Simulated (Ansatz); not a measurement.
System: black phosphorus. Method: r²SCAN (PAW; Ansatz, a quantum-chemistry and plane-wave program).

Run with plane-wave cutoff 500 eV, 12×12×10 k mesh (along the axes of the cell as run), Fermi–Dirac smearing 0.05 eV, scalar-relativistic PAW data made under PBE.

Cell (relaxed at this level):

```cif
data_P8
_chemical_formula_sum 'P8'
_space_group_name_H-M_alt 'Cmce'
_space_group_IT_number 64
_space_group_name_Hall '-C 2ac 2'
_cell_length_a 3.29859
_cell_length_b 11.02390
_cell_length_c 4.55667
_cell_angle_alpha 90.000
_cell_angle_beta 90.000
_cell_angle_gamma 90.000
loop_
_atom_site_label
_atom_site_type_symbol
_atom_site_symmetry_multiplicity
_atom_site_Wyckoff_symbol
_atom_site_fract_x
_atom_site_fract_y
_atom_site_fract_z
_atom_site_occupancy
P1 P 8 f 0.00000 0.40459 0.08848 1
```
(The calculation used a cell of 4 atoms; values per cell refer to that cell.)

Question: Give the computed band gap.

Answer: 
- band gap: 0.24 eV (on the SCF k mesh)

Measured, for comparison: band gap 0.35 eV (temperature not stated, not corrected to a static lattice; as tabulated in Das et al. (2018), arXiv:1807.05623).

Note: the cell comes from a level without a dispersion term, which matters for the spacing of layers, chains or molecules.

Computed values are for the static lattice.
